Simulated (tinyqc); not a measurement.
Inside a calculation. Method: UHF in the sto-6g basis, for CH2, spin multiplicity 3. One step of it, computed by the program tinyqc.

Problem. Iteration 1: building the Fock matrix. J_ij = sum D_kl (ij|kl) with D = D(alpha) + D(beta), K_ij = sum D_kl (ik|jl) for each spin; F = H + J - K(s); E = tr D H + tr D J / 2 - 0.5 sum_s tr D(s) K(s) + E_nn.

D(alpha) at the start:
```
,1C 1s,1C 2s,1C 2px,1C 2py,1C 2pz,2H 1s,3H 1s
1C 1s,1.335833,-0.313105,0.000000,0.000049,0.005872,-0.012524,-0.012465
1C 2s,-0.313105,1.293772,0.000000,-0.000193,-0.023762,0.054102,0.053975
1C 2px,0.000000,0.000000,0.411490,0.000000,0.000000,0.000000,0.000000
1C 2py,0.000049,-0.000193,0.000000,0.370520,-0.000082,0.033175,-0.033304
1C 2pz,0.005872,-0.023762,0.000000,-0.000082,0.398836,0.014947,0.014998
2H 1s,-0.012524,0.054102,0.000000,0.033175,0.014947,0.596652,0.016818
3H 1s,-0.012465,0.053975,0.000000,-0.033304,0.014998,0.016818,0.596804
```

D(beta) at the start:
```
,1C 1s,1C 2s,1C 2px,1C 2py,1C 2pz,2H 1s,3H 1s
1C 1s,0.801500,-0.187863,0.000000,0.000029,0.003523,-0.007514,-0.007479
1C 2s,-0.187863,0.776263,0.000000,-0.000116,-0.014257,0.032461,0.032385
1C 2px,0.000000,0.000000,0.246894,0.000000,0.000000,0.000000,0.000000
1C 2py,0.000029,-0.000116,0.000000,0.222312,-0.000049,0.019905,-0.019982
1C 2pz,0.003523,-0.014257,0.000000,-0.000049,0.239302,0.008968,0.008999
2H 1s,-0.007514,0.032461,0.000000,0.019905,0.008968,0.357991,0.010091
3H 1s,-0.007479,0.032385,0.000000,-0.019982,0.008999,0.010091,0.358083
```

core Hamiltonian H = T + V (hartree):
```
,1C 1s,1C 2s,1C 2px,1C 2py,1C 2pz,2H 1s,3H 1s
1C 1s,-18.790105,-4.318147,0.000000,-0.000127,-0.013426,-0.819216,-0.806731
1C 2s,-4.318147,-5.506678,0.000000,-0.001067,-0.138139,-1.947424,-1.927505
1C 2px,0.000000,0.000000,-4.454725,0.000000,0.000000,0.000000,0.000000
1C 2py,-0.000127,-0.001067,0.000000,-4.602817,-0.000504,-1.478981,1.467422
1C 2pz,-0.013426,-0.138139,0.000000,-0.000504,-4.501305,-0.856047,-0.848929
2H 1s,-0.819216,-1.947424,0.000000,-1.478981,-0.856047,-3.244213,-0.416838
3H 1s,-0.806731,-1.927505,0.000000,1.467422,-0.848929,-0.416838,-3.231427
```

Two-electron integrals (ij|kl) in chemists' order, unique and non-zero (hartree):
```
i,j,k,l,(ij|kl)
1,1,1,1,3.543743
2,1,1,1,0.529462
2,1,2,1,0.100317
2,2,1,1,0.853596
2,2,2,1,0.199930
2,2,2,2,0.624844
3,1,3,1,0.021271
3,2,3,1,0.031868
3,2,3,2,0.138108
3,3,1,1,0.853598
3,3,2,1,0.199930
3,3,2,2,0.624843
3,3,3,3,0.673218
4,1,4,1,0.021271
4,2,4,1,0.031868
4,2,4,2,0.138108
4,3,4,3,0.036281
4,4,1,1,0.853598
4,4,2,1,0.199930
4,4,2,2,0.624843
4,4,3,3,0.600655
4,4,4,4,0.673218
5,1,5,1,0.021271
5,2,5,1,0.031868
5,2,5,2,0.138108
5,3,5,3,0.036281
5,4,5,4,0.036281
5,5,1,1,0.853598
5,5,2,1,0.199930
5,5,2,2,0.624843
5,5,3,3,0.600655
5,5,4,4,0.600655
5,5,5,5,0.673218
6,1,1,1,0.104854
6,1,2,1,0.019132
6,1,2,2,0.037536
6,1,3,3,0.037394
6,1,4,1,0.001095
6,1,4,2,0.002126
6,1,4,4,0.037717
6,1,5,1,0.000614
6,1,5,2,0.001193
6,1,5,4,0.000181
6,1,5,5,0.037496
6,1,6,1,0.003752
6,2,1,1,0.261429
6,2,2,1,0.062197
6,2,2,2,0.215351
6,2,3,3,0.210148
6,2,4,1,0.005520
6,2,4,2,0.037485
6,2,4,4,0.222020
6,2,5,1,0.003097
6,2,5,2,0.021029
6,2,5,4,0.006660
6,2,5,5,0.213884
6,2,6,1,0.012258
6,2,6,2,0.099970
6,3,3,1,0.006520
6,3,3,2,0.033763
6,3,4,3,0.007234
6,3,5,3,0.004058
6,3,6,3,0.011849
6,4,1,1,0.200280
6,4,2,1,0.048298
6,4,2,2,0.176979
6,4,3,3,0.168222
6,4,4,1,0.010176
6,4,4,2,0.061921
6,4,4,4,0.191669
6,4,5,1,0.002051
6,4,5,2,0.015796
6,4,5,4,0.009095
6,4,5,5,0.171048
6,4,6,1,0.009959
6,4,6,2,0.097421
6,4,6,4,0.105005
6,5,1,1,0.112357
6,5,2,1,0.027095
6,5,2,2,0.099285
6,5,3,3,0.094372
6,5,4,1,0.002051
6,5,4,2,0.015796
6,5,4,4,0.099409
6,5,5,1,0.007670
6,5,5,2,0.042625
6,5,5,4,0.010060
6,5,5,5,0.104074
6,5,6,1,0.005587
6,5,6,2,0.054653
6,5,6,4,0.052260
6,5,6,5,0.041167
6,6,1,1,0.421191
6,6,2,1,0.102146
6,6,2,2,0.402116
6,6,3,3,0.381310
6,6,4,1,0.010954
6,6,4,2,0.100559
6,6,4,4,0.428787
6,6,5,1,0.006145
6,6,5,2,0.056414
6,6,5,4,0.026635
6,6,5,5,0.396252
6,6,6,1,0.020443
6,6,6,2,0.241249
6,6,6,4,0.259162
6,6,6,5,0.145389
6,6,6,6,0.774999
7,1,1,1,0.103242
7,1,2,1,0.018839
7,1,2,2,0.036963
7,1,3,3,0.036824
7,1,4,1,-0.001078
7,1,4,2,-0.002095
7,1,4,4,0.037142
7,1,5,1,0.000605
7,1,5,2,0.001174
7,1,5,4,-0.000178
7,1,5,5,0.036924
7,1,6,1,0.003573
7,1,6,2,0.011237
7,1,6,4,0.008325
7,1,6,5,0.005132
7,1,6,6,0.018355
7,1,7,1,0.003638
7,2,1,1,0.258572
7,2,2,1,0.061523
7,2,2,2,0.213160
7,2,3,3,0.208001
7,2,4,1,-0.005461
7,2,4,2,-0.037153
7,2,4,4,0.219776
7,2,5,1,0.003062
7,2,5,2,0.020831
7,2,5,4,-0.006602
7,2,5,5,0.211702
7,2,6,1,0.011287
7,2,6,2,0.068318
7,2,6,4,0.048546
7,2,6,5,0.036360
7,2,6,6,0.126453
7,2,7,1,0.011941
7,2,7,2,0.098148
7,3,3,1,0.006434
7,3,3,2,0.033361
7,3,4,3,-0.007161
7,3,5,3,0.004015
7,3,6,3,0.007457
7,3,7,3,0.011599
7,4,1,1,-0.198548
7,4,2,1,-0.047884
7,4,2,2,-0.175566
7,4,3,3,-0.166886
7,4,4,1,0.010056
7,4,4,2,0.061313
7,4,4,4,-0.190124
7,4,5,1,-0.002031
7,4,5,2,-0.015672
7,4,5,4,0.009013
7,4,5,5,-0.169689
7,4,6,1,-0.008383
7,4,6,2,-0.048698
7,4,6,4,-0.028346
7,4,6,5,-0.025448
7,4,6,6,-0.085283
7,4,7,1,-0.009721
7,4,7,2,-0.095845
7,4,7,4,0.103438
7,5,1,1,0.111318
7,5,2,1,0.026846
7,5,2,2,0.098433
7,5,3,3,0.093567
7,5,4,1,-0.002031
7,5,4,2,-0.015672
7,5,4,4,0.098565
7,5,5,1,0.007572
7,5,5,2,0.042148
7,5,5,4,-0.009964
7,5,5,5,0.103168
7,5,6,1,0.005163
7,5,6,2,0.036400
7,5,6,4,0.025403
7,5,6,5,0.026412
7,5,6,6,0.071067
7,5,7,1,0.005450
7,5,7,2,0.053737
7,5,7,4,-0.051491
7,5,7,5,0.040468
7,6,1,1,0.051552
7,6,2,1,0.012302
7,6,2,2,0.044074
7,6,3,3,0.042957
7,6,4,1,-2.10e-06
7,6,4,2,-0.000021
7,6,4,4,0.044325
7,6,5,1,0.001023
7,6,5,2,0.007377
7,6,5,4,-0.000005
7,6,5,5,0.044941
7,6,6,1,0.002357
7,6,6,2,0.018034
7,6,6,4,0.015357
7,6,6,5,0.010835
7,6,6,6,0.040447
7,6,7,1,0.002321
7,6,7,2,0.017889
7,6,7,4,-0.015282
7,6,7,5,0.010760
7,6,7,6,0.004062
7,7,1,1,0.419072
7,7,2,1,0.101640
7,7,2,2,0.400465
7,7,3,3,0.379784
7,7,4,1,-0.010861
7,7,4,2,-0.100008
7,7,4,4,0.426989
7,7,5,1,0.006089
7,7,5,2,0.056071
7,7,5,4,-0.026466
7,7,5,5,0.394623
7,7,6,1,0.018548
7,7,6,2,0.127270
7,7,6,4,0.085589
7,7,6,5,0.071430
7,7,6,6,0.243400
7,7,7,1,0.020029
7,7,7,2,0.238715
7,7,7,4,-0.256923
7,7,7,5,0.144047
7,7,7,6,0.040447
7,7,7,7,0.774999
```

nuclear repulsion = 5.34856445 hartree

Give: Coulomb J; exchange K(alpha); exchange K(beta); F(alpha); F(beta); total energy of this density.

Solution.

Coulomb J (hartree):
```
,1C 1s,1C 2s,1C 2px,1C 2py,1C 2pz,2H 1s,3H 1s
1C 1s,11.363,2.051,0.000,0.000,0.012,0.397,0.391
1C 2s,2.051,4.985,0.000,0.001,0.112,1.748,1.730
1C 2px,0.000,0.000,4.943,0.000,0.000,0.000,0.000
1C 2py,0.000,0.001,0.000,5.038,0.000,1.451,-1.439
1C 2pz,0.012,0.112,0.000,0.000,4.973,0.837,0.830
2H 1s,0.397,1.748,0.000,1.451,0.837,3.468,0.360
3H 1s,0.391,1.730,0.000,-1.439,0.830,0.360,3.457
```

exchange K(alpha) (hartree):
```
,1C 1s,1C 2s,1C 2px,1C 2py,1C 2pz,2H 1s,3H 1s
1C 1s,4.561,0.724,0.000,0.000,0.008,0.158,0.156
1C 2s,0.724,1.150,0.000,0.001,0.070,0.520,0.515
1C 2px,0.000,0.000,0.514,0.000,0.000,0.000,0.000
1C 2py,0.000,0.001,0.000,0.628,0.000,0.295,-0.293
1C 2pz,0.008,0.070,0.000,0.000,0.550,0.179,0.178
2H 1s,0.158,0.520,0.000,0.295,0.179,0.699,0.153
3H 1s,0.156,0.515,0.000,-0.293,0.178,0.153,0.695
```

exchange K(beta) (hartree):
```
,1C 1s,1C 2s,1C 2px,1C 2py,1C 2pz,2H 1s,3H 1s
1C 1s,2.736,0.434,0.000,0.000,0.005,0.095,0.093
1C 2s,0.434,0.690,0.000,0.001,0.042,0.312,0.309
1C 2px,0.000,0.000,0.309,0.000,0.000,0.000,0.000
1C 2py,0.000,0.001,0.000,0.377,0.000,0.177,-0.176
1C 2pz,0.005,0.042,0.000,0.000,0.330,0.108,0.107
2H 1s,0.095,0.312,0.000,0.177,0.108,0.419,0.092
3H 1s,0.093,0.309,0.000,-0.176,0.107,0.092,0.417
```

F(alpha) (hartree):
```
,1C 1s,1C 2s,1C 2px,1C 2py,1C 2pz,2H 1s,3H 1s
1C 1s,-11.988,-2.992,0.000,0.000,-0.010,-0.580,-0.572
1C 2s,-2.992,-1.672,0.000,-0.001,-0.096,-0.719,-0.712
1C 2px,0.000,0.000,-0.026,0.000,0.000,0.000,0.000
1C 2py,0.000,-0.001,0.000,-0.193,-0.001,-0.323,0.321
1C 2pz,-0.010,-0.096,0.000,-0.001,-0.078,-0.198,-0.197
2H 1s,-0.580,-0.719,0.000,-0.323,-0.198,-0.475,-0.210
3H 1s,-0.572,-0.712,0.000,0.321,-0.197,-0.210,-0.470
```

F(beta) (hartree):
```
,1C 1s,1C 2s,1C 2px,1C 2py,1C 2pz,2H 1s,3H 1s
1C 1s,-10.163,-2.702,0.000,0.000,-0.006,-0.517,-0.509
1C 2s,-2.702,-1.212,0.000,-0.001,-0.068,-0.511,-0.506
1C 2px,0.000,0.000,0.180,0.000,0.000,0.000,0.000
1C 2py,0.000,-0.001,0.000,0.059,-0.001,-0.205,0.204
1C 2pz,-0.006,-0.068,0.000,-0.001,0.142,-0.126,-0.126
2H 1s,-0.517,-0.511,0.000,-0.205,-0.126,-0.196,-0.149
3H 1s,-0.509,-0.506,0.000,0.204,-0.126,-0.149,-0.192
```

total energy of this density = -38.81050 hartree

This density is the starting one; it is not idempotent, so its energy is not variational and may lie below the converged one.
